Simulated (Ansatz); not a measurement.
## Equilibrium lattice constant a of some phosphides, arsenides and antimonides, all zinc-blende

Method: PBE-D4 (Ansatz, an electronic-structure program, plane waves, PAW). References are measured values corrected to a static lattice.

Values in Å.

```csv
solid,reference,PBE-D4,error (%)
zinc-blende AlAs,5.649,5.664,+0.27
zinc-blende InAs,6.047,6.107,+0.99
zinc-blende InP,5.858,5.891,+0.56
zinc-blende AlP,5.451,5.452,+0.02
zinc-blende BP,4.525,4.504,-0.46
zinc-blende GaAs,5.64,5.661,+0.37
zinc-blende GaP,5.439,5.433,-0.11
zinc-blende InSb,6.468,6.539,+1.10
```

Over these 8 solids the mean error is +0.34 %, the mean absolute error 0.49 % (median 0.42 %), and the worst case zinc-blende InSb at +1.10 %; the value is above the reference in 6 of 8 cases.

All these references are brought to a static lattice.

Spin–orbit coupling is left out, also for the solids with elements from indium on (zinc-blende InAs, zinc-blende InP, zinc-blende InSb); its size isn't shown.

Differences are worked out from the printed values.

Caveats: the gap of the solid is closed in this run (zinc-blende InAs, zinc-blende InSb). Ansatz's density-functional and Hartree–Fock values are scalar-relativistic unless marked +SOC, with PAW data made under PBE.

Not in this set, of the phosphides, arsenides and antimonides with a reference value in our tables and a result at some level: 12 for a reference at room or unstated temperature. These can be a level's best or worst cases. At least 3 more with a reference value are held back for tests. Solids without a released value at any level aren't counted. Layered and molecular crystals are counted apart.

References as tabulated in Mejia-Rodriguez and Trickey (2018), arXiv:1807.09216.
